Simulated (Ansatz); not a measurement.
## 1,1-elimination

Start structure (CH4AlCl, singlet), relaxed at PBE0-D4/def2-TZVP:

```json
{"atom": "Al1", "x (Å)": "-0.5312", "y (Å)": "-0.8548", "z (Å)": "-0.0487"}
{"atom": "C2", "x (Å)": "0.4047", "y (Å)": "0.8415", "z (Å)": "-0.0953"}
{"atom": "H3", "x (Å)": "-1.6406", "y (Å)": "-1.3289", "z (Å)": "-1.0670"}
{"atom": "Cl4", "x (Å)": "-0.0454", "y (Å)": "-2.2098", "z (Å)": "1.4878"}
{"atom": "H5", "x (Å)": "1.4839", "y (Å)": "0.6845", "z (Å)": "-0.1881"}
{"atom": "H6", "x (Å)": "0.2492", "y (Å)": "1.3942", "z (Å)": "0.8364"}
{"atom": "H7", "x (Å)": "0.0794", "y (Å)": "1.4732", "z (Å)": "-0.9251"}
```

The step: CH₄AlCl ([CH3][AlH][Cl]) → AlCl + CH₄; bonds formed: C2–H3; bonds broken: Al1–C2, Al1–H3. Program: Ansatz 0.2.0. Basis: def2-TZVPP and def2-QZVPP. Cores are frozen in the correlated methods. Extrapolation: Hartree–Fock as exp(−7.88 √X), correlation as X^−2.97. Energies below are by CCSD(T) at an estimated basis limit (MP2 extrapolated from triple and quadruple zeta, plus CCSD(T) − MP2 in triple zeta).

(1) What are the electronic barrier and the energy of the step, from the start structure to the end structure? (To be estimated.)

The T1 diagnostic stays at or below 0.016. The restricted Hartree–Fock reference is unstable towards an unrestricted one at one or more of these structures. A large double-excitation amplitude points to some diradical character; no triplet was computed. The end structure is not quite a true minimum (one mode of 33i cm⁻¹).

## Answers

(1) By the calculation: Barrier 81.26 kcal/mol; step energy 11.73 kcal/mol (uphill); reverse barrier, their difference, 69.52 kcal/mol. Barrier and step energy count from the start structure, the reverse barrier from the end structure.

The saddle point: One imaginary mode of 1458i cm⁻¹.
```tsv
pair	start (Å)	saddle (Å)	end (Å)
C2–H3	3.14	1.73	1.09
Al1–C2	1.94	2.18	3.66
Al1–H3	1.58	1.57	3.40
```

Zero-point energy (harmonic, PBE0-D4): ZPE is 27.31 kcal/mol at the start and 25.55 kcal/mol at the saddle, so the barrier goes from 81.26 to 79.50 kcal/mol.

Labels in which every atom is bracketed show which atoms are joined, not bond orders.

For scale, one of the runs: CCSD(T)/def2-TZVPP, 171 basis functions, launched by `ansatz run in.yaml --threads 2 --pin off --events-out ev --progress --plain --max-ram 4352MiB`. Hardware: 2 CPU threads of an Arm Neoverse N1, shared host. Wall time 39 s; peak host memory 1.3 GiB.
